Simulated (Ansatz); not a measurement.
`CCNC`, charge 0, multiplicity 1.

(1) Give a relaxed structure at PBE0-D4/def2-TZVP (the Gaussian-basis code of Ansatz). (An estimate is asked.)

Results:

(1) The calculation gave: 
Cartesian coordinates in Å:
```
C 0.3440 -0.1059 -1.8265
C 0.0495 0.4634 -0.4555
N -0.2213 -0.5882 0.5010
C -0.4479 -0.0945 1.8395
H -0.4896 -0.7192 -2.1746
H 0.5170 0.6917 -2.5520
H 1.2398 -0.7343 -1.8068
H -0.8374 1.1060 -0.5045
H 0.8830 1.1164 -0.1359
H 0.5480 -1.2470 0.5023
H -0.5889 -0.9314 2.5263
H 0.3673 0.5392 2.2290
H -1.3635 0.5039 1.8576
```
This is one stationary point; other conformers may exist.
